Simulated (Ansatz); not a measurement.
Basis sets over 5 cases of the optimised length of bonds between heavy atoms at PBE0 with Ansatz (elements up to F), each against its own reference: (a) the value in aug-pcseg-3; (b) the value in def2-QZVPPD; (c) the value in pcseg-4. By their distance from other large sets or by the extrapolation step the references are unsure by up to roughly 0.0003 Å. Each level at its own minimum; unrestricted open shells; no added dispersion term; no relativity. 

Cases are drawn at random; left out are references unsure by over 0.0017 Å, doubtful singlets, and cases whose largest runs show a restricted determinant unstable towards unrestricted orbitals, <S^2> over 0.1 too high or, where CCSD(T) ran, T1 over 0.025 (0.045 for open shells). Sets are drawn from those converged to one state in every case.

Cases (SMILES) and reference values:
- F[C] (C-F), doublet, one C-F bond length: 1.2662 Å (c)
- [N+](#N)[O-], one N-N bond length: 1.1173 Å (b)
- [N]=B (BH-N), doublet, one B-N bond length: 1.3043 Å (a)
- C(=[CH])=O, doublet, one C-C bond length: 1.2877 Å (b)
- O=[N] (N-O), doublet, one N-O bond length: 1.1389 Å (c)

| basis | functions over def2-SVP (largest species, mean of cases) | mean signed deviation (Å) | mean absolute | largest | within 0.005 Å |
|---|---|---|---|---|---|
| STO-3G | 0.3 | 0.0423 | 0.0596 | 0.0937 | 0 of 5 |
| def2-SV(P) | 1.0 | 0.0036 | 0.0039 | 0.0087 | 4 of 5 |
| pcseg-1 | 1.0 | 0.0069 | 0.0069 | 0.0111 | 2 of 5 |
| 6-311G** | 1.3 | 0.0028 | 0.0035 | 0.0053 | 3 of 5 |
| def2-SVPD | 1.5 | 0.0053 | 0.0053 | 0.0076 | 3 of 5 |
| aug-pcseg-1 | 1.7 | 0.0085 | 0.0085 | 0.0113 | 1 of 5 |
| def2-TZVP | 2.2 | 0.0011 | 0.0011 | 0.0021 | 5 of 5 |
| cc-pVTZ | 2.2 | 0.0017 | 0.0017 | 0.0026 | 5 of 5 |
| def2-TZVPD | 2.7 | 0.0013 | 0.0013 | 0.0025 | 5 of 5 |
| def2-TZVPPD | 2.8 | 0.0013 | 0.0013 | 0.0025 | 5 of 5 |
| jun-cc-pV(T+d)Z | 2.8 | 0.0017 | 0.0017 | 0.0027 | 5 of 5 |
| 6-311++G(3df,3pd) | 2.8 | 0.0004 | 0.0008 | 0.0011 | 5 of 5 |
| cc-pVQZ | 4.0 | 0.0003 | 0.0004 | 0.0006 | 5 of 5 |
| def2-QZVP | 4.2 | 0.0001 | 0.0003 | 0.0005 | 5 of 5 |

Among the sets for which every case ran a larger relative (same family, alike in diffuse functions, listed or not), the smallest listed that holds all cases within 0.005 Å together with them is def2-TZVP, at 2.2 times the functions of def2-SVP, level with cc-pVTZ. Inside, though some case ran no larger relative to test it: 6-311++G(3df,3pd), cc-pVQZ, def2-QZVP. Largest deviations of relatives not listed, over the cases that ran them: def2-TZVPP 0.0021, aug-cc-pVTZ 0.0026, cc-pV5Z 0.0003, def2-QZVPP 0.0005, aug-cc-pVQZ 0.0005, def2-QZVPPD 0.0004 Å. A case lies within its reference's uncertainty of the window's edge in 6-311G**, def2-SVPD. These figures hold for the cases listed.

Ansatz is a program for electronic structure.
